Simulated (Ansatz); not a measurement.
`C1CSCSC1`. Total charge 0; spin multiplicity 1.

Cartesian coordinates in Å:
```
C 1.292 -0.372 0.184
C 0.152 -1.366 -0.014
S -1.362 -0.847 0.820
C -1.835 0.529 -0.261
S -0.453 1.368 -1.080
C 0.832 1.082 0.153
H 2.037 -0.541 -0.599
H 1.782 -0.559 1.145
H 0.403 -2.344 0.399
H -0.071 -1.505 -1.073
H -2.390 1.227 0.368
H -2.492 0.180 -1.060
H 1.654 1.751 -0.108
H 0.451 1.396 1.126
```

(1) What are the harmonic wavenumbers in cm⁻¹ at PBE0-D4/def2-TZVP (Ansatz, finite differences of forces, unscaled)? (Best estimate.)

(2) Is this a minimum?

(3) Give the ideal-gas thermochemistry at 298.15 K and 1 bar (rigid rotor, harmonic oscillator; point group C2, symmetry number 2).

## Answers

(1) The calculation gave: 77, 226, 234, 335, 337, 497, 691, 692, 729, 731, 784, 857, 885, 935, 1011, 1083, 1130, 1170, 1174, 1238, 1266, 1293, 1334, 1362, 1449, 1451, 1459, 1473, 3042, 3066, 3078, 3085, 3091, 3120, 3135, 3137.

(2) Yes, all 36 modes are real.

(3) Zero-point energy 303.0 kJ/mol; H(298) − E = 322.6 kJ/mol; entropy 333.6 J/(mol·K), of which translation 168.6, rotation 109.8, vibration 55.1; G(298) − E = 223.1 kJ/mol. Modes under 100 cm⁻¹ are hindered rotations or soft bends, so the harmonic entropy is rough.
